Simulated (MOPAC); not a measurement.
Si-C bond lengths (Å) of neutral closed-shell molecules, written as SMILES: in each the longest such bond at B3LYP-D3(BJ)/def2-TZVP (Ansatz), beside the same bond after optimisation at PM7 (MOPAC) from that structure, whose symmetry is kept, so that a structure may be a saddle point there. B3LYP-D3(BJ)/def2-TZVP serves to compare with and is no measurement.

The rows were drawn at random among computed neutral closed-shell members with both values; the withheld row is one of them. Species whose geometry shows other bonds than their SMILES are left out. Runs that failed or changed their bonding are left out, and none for the size of its difference.

```tsv
species	PM7 (MOPAC) (x)	B3LYP-D3(BJ)/def2-TZVP (y)
C(=C)[SiH2][SiH2]Cl	1.821	1.861
C[SiH](C)OC=O [dimethylsilyl formate]	1.858	1.861
C[Si](C)(C)Br	1.861	1.867
C=C[SiH2]COC [ethenyl(methoxymethyl)silane]	1.882	1.893
[SiH3]C (CH6Si)	1.849	1.876
C=C(C([SiH3])=O)C [2-methyl-1-silylprop-2-en-1-one]	1.875	1.941
```

### Question
Fit a constant shift, y = x + a, and use it for C/C=C/[SiH2]C, where PM7 (MOPAC) gives 1.858 Å.

### Answer
The mean of y - x is a = 0.0255 Å, and the rows scatter about it by 0.0222 Å (root mean square). Prediction for C/C=C/[SiH2]C: 1.884 Å. The length at B3LYP-D3(BJ)/def2-TZVP is 1.878 Å, so the fit misses by +0.006 Å, against -0.020 Å without it. The fit is meant for species like these alone.
